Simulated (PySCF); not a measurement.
# Electronic absorption of C4H9NS

Species: C4H9NS.
SMILES: `CC(=S)N(C)C`

Method: PySCF 2.14.0, density-fitted response routines, TDDFT CAM-B3LYP/def2-SVPD, vertical, gas phase, core orbitals frozen in the response. Geometry: PBE0-D3(BJ)/def2-SVP, one conformer, isolated molecule. Torsions of this conformer, `[CH3:1][C:2](=[S:3])[N:4]([CH3:5])[CH3:6]`: C1–C2–N4–C5 -178°.

```
state  E (eV)  λ (nm)  ν̃ (cm⁻¹)       f  |μ| (D)  main configurations (H = HOMO, L = LUMO)
   S1    3.48   356.4      28060  0.0001     0.08                                 H→L (98%)
   S2    5.06   245.1      40810   0.286     3.86                               H-1→L (95%)
   S3    5.65   219.4      45570   0.041     1.38                  H→L+1 (80%), H→L+3 (12%)
   S4    5.89   210.5      47500   0.047     1.46                             H-1→L+1 (90%)
   S5    6.28   197.5      50620   0.015     0.79                  H→L+4 (52%), H→L+3 (36%)
   S6    6.63   187.0      53460   0.024     0.98                  H→L+2 (58%), H→L+6 (18%)
```

The lowest singlet comes at 356 nm (336 kJ/mol) in the ultraviolet; it is dark (f under 0.0005); its leading configuration is HOMO→LUMO (98%). The strongest level in the table is S2 at 5.06 eV (245 nm, f = 0.286). S1 has the pattern of n→π* at C=S. The oscillator strengths of these states sum to 0.413; summed over the whole spectrum of an exact calculation they would give the number of electrons, 56 (Thomas–Reiche–Kuhn). Orbital energies (eV): HOMO-3 -11.29, HOMO-2 -10.58, HOMO-1 -7.57, HOMO -7.15, LUMO 0.35, LUMO+1 0.91, LUMO+2 1.82. Of the 6 states listed, 5 reach f = 0.01 and 1 stays under 0.0005. No computed singlet lies in the visible range (380 to 750 nm); the lowest, at 356 nm, stands 0.22 eV above its violet end (3.26 eV). Singlets were solved by full linear response.
